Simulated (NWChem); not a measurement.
System: methane (CH4); SMILES C

Excerpt of the output:

```
             Northwest Computational Chemistry Package (NWChem) 7.3.0
             --------------------------------------------------------

                             Geometry "geometry" -> ""
                             -------------------------

 Output coordinates in angstroms (scale by  1.889725989 to convert to a.u.)

  No.       Tag          Charge          X              Y              Z
 ---- ---------------- ---------- -------------- -------------- --------------
    1 C                    6.0000     0.00000000     0.00000000    -0.00000200
    2 H                    1.0000    -0.85402000    -0.24178700    -0.64652100
    3 H                    1.0000     0.86894300     0.25441600    -0.62129500
    4 H                    1.0000    -0.25566000     0.85521400     0.63956200
    5 H                    1.0000     0.24073500    -0.86784400     0.62824000

 Effective nuclear repulsion energy (a.u.)      13.3364410907

                                 NWChem DFT Module
                                 -----------------

 Summary of "ao basis" -> "ao basis" (spherical)
 ------------------------------------------------------------------------------
       Tag                 Description            Shells   Functions and Types
 ---------------- ------------------------------  ------  ---------------------
 C                         def2-tzvp                11       31   5s3p2d1f
 H                         def2-tzvp                 4        6   3s1p

            General Information
            -------------------
          SCF calculation type: DFT
          Wavefunction type:  closed shell.
          No. of atoms     :     5
          No. of electrons :    10
           Alpha electrons :     5
            Beta electrons :     5
          Charge           :     0
          Spin multiplicity:     1
          Use of symmetry is: off; symmetry adaption is: off
          Maximum number of iterations: 150
          AO basis - number of functions:    55
                     number of shells:    27
          Convergence on energy requested:  1.00D-06
          Convergence on density requested:  1.00D-05
          Convergence on gradient requested:  5.00D-04

              XC Information
              --------------
                         PBE0 Method XC Functional
                     Hartree-Fock (Exact) Exchange  0.250
          PerdewBurkeErnzerhof Exchange Functional  0.750
            Perdew 1991 LDA Correlation Functional  1.000 local
           PerdewBurkeErnz. Correlation Functional  1.000 non-local

             Grid Information
             ----------------
          Grid used for XC integration:  medium
          Radial quadrature: Mura-Knowles
          Angular quadrature: Lebedev.
          Tag              B.-S. Rad. Rad. Pts. Rad. Cut. Ang. Pts.
          ---              ---------- --------- --------- ---------
          C                   0.70       49           7.0       434
          H                   0.35       45           7.0       434
          Grid pruning is: on
          Number of quadrature shells:   229
          Spatial weights used:  Erf1

      Superposition of Atomic Density Guess
      -------------------------------------

 Sum of atomic energies:         -39.67056501

      Non-variational initial energy
      ------------------------------

 Total energy =     -40.227888
 1-e energy   =     -78.094586
 2-e energy   =      24.530257
 HOMO         =      -0.517844
 LUMO         =       0.085883

   convergence    iter        energy       DeltaE   RMS-Dens  Diis-err
 ---------------- ----- ----------------- --------- --------- ---------
 d= 0,ls=0.0,diis     1    -40.4656941949 -5.38D+01  2.91D-03  9.81D-02
 d= 0,ls=0.0,diis     2    -40.4728429837 -7.15D-03  1.09D-03  9.25D-03
 d= 0,ls=0.0,diis     3    -40.4732479543 -4.05D-04  5.16D-04  5.53D-03
 d= 0,ls=0.0,diis     4    -40.4739222730 -6.74D-04  1.36D-05  2.75D-06
 d= 0,ls=0.0,diis     5    -40.4739226668 -3.94D-07  1.01D-06  1.17D-08

         Total DFT energy =      -40.473922666808
      One electron energy =      -79.666837076860
           Coulomb energy =       32.691166832273
    Exchange-Corr. energy =       -6.834693512924
 Nuclear repulsion energy =       13.336441090703

 Numeric. integr. density =        9.999999912107

                       DFT Final Molecular Orbital Analysis
                       ------------------------------------

 Vector    3  Occ=2.000000D+00  E=-4.021909D-01
              MO Center= -1.1D-03, -8.3D-03,  2.9D-01, r^2= 1.3D+00
   Bfn.  Coefficient  Atom+Function         Bfn.  Coefficient  Atom+Function
  ----- ------------  ---------------      ----- ------------  ---------------
     7      0.317428  1 C  py                10      0.249340  1 C  py
    51     -0.210591  5 H  s                 45      0.207609  4 H  s
    50     -0.146052  5 H  s                 44      0.143984  4 H  s
    13      0.115224  1 C  py                52     -0.092359  5 H  s
    46      0.091051  4 H  s                  6     -0.051702  1 C  px

 Vector    4  Occ=2.000000D+00  E=-4.021903D-01
              MO Center=  1.9D-01,  8.4D-02, -2.4D-01, r^2= 1.2D+00
   Bfn.  Coefficient  Atom+Function         Bfn.  Coefficient  Atom+Function
  ----- ------------  ---------------      ----- ------------  ---------------
     6      0.294777  1 C  px                39      0.250134  3 H  s
     9      0.231547  1 C  px                38      0.173477  3 H  s
    33     -0.135911  2 H  s                  8     -0.119413  1 C  pz
    40      0.109702  3 H  s                 12      0.107002  1 C  px
    11     -0.093799  1 C  pz                32     -0.094259  2 H  s

 Vector    5  Occ=2.000000D+00  E=-4.021898D-01
              MO Center= -1.9D-01, -7.6D-02, -4.6D-02, r^2= 1.3D+00
   Bfn.  Coefficient  Atom+Function         Bfn.  Coefficient  Atom+Function
  ----- ------------  ---------------      ----- ------------  ---------------
     8      0.298621  1 C  pz                11      0.234567  1 C  pz
    33     -0.217953  2 H  s                 32     -0.151157  2 H  s
    51      0.145168  5 H  s                 45      0.129871  4 H  s
     6      0.117761  1 C  px                14      0.108397  1 C  pz
    50      0.100679  5 H  s                 34     -0.095588  2 H  s

 Vector    6  Occ=0.000000D+00  E= 6.110800D-02
              MO Center= -1.5D-06, -8.6D-07, -5.7D-06, r^2= 5.6D+00
   Bfn.  Coefficient  Atom+Function         Bfn.  Coefficient  Atom+Function
  ----- ------------  ---------------      ----- ------------  ---------------
     5      4.726131  1 C  s                 34     -1.667180  2 H  s
    40     -1.667179  3 H  s                 46     -1.667176  4 H  s
    52     -1.667177  5 H  s                  3      0.301182  1 C  s
     4     -0.216977  1 C  s                 33      0.128043  2 H  s
    39      0.128044  3 H  s                 45      0.128043  4 H  s

 Vector    7  Occ=0.000000D+00  E= 1.351671D-01
              MO Center= -7.4D-01, -1.7D-01, -3.3D-01, r^2= 4.2D+00
   Bfn.  Coefficient  Atom+Function         Bfn.  Coefficient  Atom+Function
  ----- ------------  ---------------      ----- ------------  ---------------
    34      2.815043  2 H  s                 46     -1.362894  4 H  s
    14      1.315873  1 C  pz                52     -1.210276  5 H  s
    12      1.019157  1 C  px                13      0.341717  1 C  py
    40     -0.241886  3 H  s                  8      0.178693  1 C  pz
    33     -0.169020  2 H  s                  6      0.138400  1 C  px

 Vector    8  Occ=0.000000D+00  E= 1.351673D-01
              MO Center=  5.1D-01,  5.3D-01, -2.5D-01, r^2= 4.3D+00
   Bfn.  Coefficient  Atom+Function         Bfn.  Coefficient  Atom+Function
  ----- ------------  ---------------      ----- ------------  ---------------
    40      2.649798  3 H  s                 46     -1.943727  4 H  s
    12     -1.358249  1 C  px                14      0.967046  1 C  pz
    34     -0.711166  2 H  s                 13      0.327056  1 C  py
     6     -0.184448  1 C  px                39     -0.159101  3 H  s
     8      0.131323  1 C  pz                45      0.116707  4 H  s

     Multipole analysis of the density
     ---------------------------------

     L   x y z        total         alpha         beta         nuclear
     -   - - -        -----         -----         ----         -------
     0   0 0 0     -0.000000     -5.000000     -5.000000     10.000000

     1   1 0 0      0.000000      0.000002      0.000002     -0.000004
     1   0 1 0     -0.000000      0.000001      0.000001     -0.000002
     1   0 0 1     -0.000001      0.000024      0.000024     -0.000049

[...]

                                NWChem TDDFT Module
                                -------------------

            General Information
            -------------------
           No. of orbitals :     110
            Alpha orbitals :      55
             Beta orbitals :      55
        Alpha frozen cores :       0
         Beta frozen cores :       0
     Alpha frozen virtuals :       0
      Beta frozen virtuals :       0
         Spin multiplicity :       1
    Number of AO functions :      55
        Use of symmetry is : off
      Symmetry adaption is : off
         Schwarz screening :  0.10D-07

              XC Information
              --------------
                  PBE0 Method XC Functional
              Hartree-Fock (Exact) Exchange   0.25
   PerdewBurkeErnzerhof Exchange Functional   0.75
     Perdew 1991 LDA Correlation Functional   1.00 local
    PerdewBurkeErnz. Correlation Functional   1.00 non-local

             TDDFT Information
             -----------------
          Calculation type : Tamm-Dancoff TDDFT
         Wavefunction type : Restricted singlets
          No. of electrons :      10
           Alpha electrons :       5
            Beta electrons :       5
              No. of roots :       6
          Max subspacesize :    5200
            Max iterations :     100
               Target root :       1
           Target symmetry : none
             Energy Cutoff :-0.90D+01
      Symmetry restriction : off
                 Algorithm : Optimal
        Davidson threshold :  0.10D-03

    6 smallest eigenvalue differences (eV)
--------------------------------------------------------
  No. Spin  Occ  Vir  Irrep   E(Occ)    E(Vir)   E(Diff)
--------------------------------------------------------
    1    1    1    6 a       -10.204     0.061   279.339
    2    1    1    7 a       -10.204     0.135   281.354
    3    1    1    8 a       -10.204     0.135   281.354
    4    1    1    9 a       -10.204     0.135   281.354
    5    1    1   10 a       -10.204     0.212   283.443
    6    1    1   11 a       -10.204     0.212   283.443
--------------------------------------------------------

  Entering Davidson iterations
  Restricted singlet excited states

  Iter   NTrls   NConv    DeltaV     DeltaE      Time
  ----  ------  ------  ---------  ---------  ---------
    1      6       0     0.10E+00   0.10+100        3.2
    2     12       0     0.98E-02   0.54E-02        3.4
    3     18       2     0.29E-02   0.26E-04        3.4
    4     22       5     0.15E-03   0.12E-05        3.0
    5     23       6     0.35E-04   0.15E-08        1.7
  ----  ------  ------  ---------  ---------  ---------
  Convergence criterion met

  Ground state a         -40.473922666808 a.u.

  ----------------------------------------------------------------------------
  Root   1 singlet a             10.202514242 a.u.              277.6247 eV
  ----------------------------------------------------------------------------
     Transition Moments    X -0.00000   Y -0.00000   Z -0.00000
     Dipole Oscillator Strength                    0.0000000000
     Electric Quadrupole                           0.0000000000
     Magnetic Dipole                               0.0000000000
     Total Oscillator Strength                     0.0000000000

     Occ.    1  a   ---  Virt.    6  a       -0.99904
  ----------------------------------------------------------------------------
  Root   2 singlet a             10.252081076 a.u.              278.9734 eV
  ----------------------------------------------------------------------------
     Transition Moments    X -0.03787   Y -0.01104   Z -0.05057
     Dipole Oscillator Strength                    0.0281167184
     Electric Quadrupole                           0.0000000247
     Magnetic Dipole                               0.0000000000
     Total Oscillator Strength                     0.0281167431

     Occ.    1  a   ---  Virt.    7  a        0.99090
     Occ.    1  a   ---  Virt.   14  a       -0.12381
  ----------------------------------------------------------------------------
  Root   3 singlet a             10.252081410 a.u.              278.9734 eV
  ----------------------------------------------------------------------------
     Transition Moments    X  0.05157   Y -0.00266   Z -0.03804
     Dipole Oscillator Strength                    0.0281165132
     Electric Quadrupole                           0.0000000247
     Magnetic Dipole                               0.0000000000
     Total Oscillator Strength                     0.0281165380

     Occ.    1  a   ---  Virt.    8  a        0.97986
     Occ.    1  a   ---  Virt.    9  a       -0.15053
     Occ.    1  a   ---  Virt.   15  a       -0.12302
  ----------------------------------------------------------------------------
  Root   4 singlet a             10.252081574 a.u.              278.9735 eV
  ----------------------------------------------------------------------------
     Transition Moments    X  0.00445   Y -0.06313   Z  0.01045
     Dipole Oscillator Strength                    0.0281165454
     Electric Quadrupole                           0.0000000247
     Magnetic Dipole                               0.0000000000
     Total Oscillator Strength                     0.0281165701

     Occ.    1  a   ---  Virt.    8  a        0.15091
     Occ.    1  a   ---  Virt.    9  a        0.97945
     Occ.    1  a   ---  Virt.   16  a        0.12363
  ----------------------------------------------------------------------------
  Root   5 singlet a             10.337052326 a.u.              281.2856 eV
  ----------------------------------------------------------------------------
     Transition Moments    X -0.00863   Y -0.00635   Z  0.03268
     Dipole Oscillator Strength                    0.0081505143
     Electric Quadrupole                           0.0000003631
     Magnetic Dipole                               0.0000000000
     Total Oscillator Strength                     0.0081508774

     Occ.    1  a   ---  Virt.   10  a        0.99821
  ----------------------------------------------------------------------------
  Root   6 singlet a             10.337052422 a.u.              281.2856 eV
  ----------------------------------------------------------------------------
     Transition Moments    X  0.02168   Y -0.02669   Z  0.00054
     Dipole Oscillator Strength                    0.0081504185
     Electric Quadrupole                           0.0000003631
     Magnetic Dipole                               0.0000000000
     Total Oscillator Strength                     0.0081507816

     Occ.    1  a   ---  Virt.   11  a       -0.99821

              Target root =      1
          Target symmetry = none
      Ground state energy =    -40.473922666808
        Excitation energy =     10.202514242438
     Excited state energy =    -30.271408424369

  stored tddft:energy   -30.271408424369213
```

Level: PBE0/def2-TZVP, restricted-window TDA. Coordinates come from a PBE0/def2-SVP optimisation. The quadrupole and magnetic terms of the printed total strengths depend on the origin.

Q: Reconstruct the input file.

A: One answer among several that fit: the input that was run:
```
start job
memory heap 200 mb stack 900 mb global 1100 mb
geometry units angstroms noautosym nocenter noautoz
  C     -0.000000     0.000000    -0.000002
  H     -0.854020    -0.241787    -0.646521
  H      0.868943     0.254416    -0.621295
  H     -0.255660     0.855214     0.639562
  H      0.240735    -0.867844     0.628240
end
basis spherical
  C library def2-tzvp
  H library def2-tzvp
end
dft
  xc pbe0
  iterations 150
end
tddft
  cis
  ecut -9.0
  nroots 6
  notriplet
end
task tddft energy
```
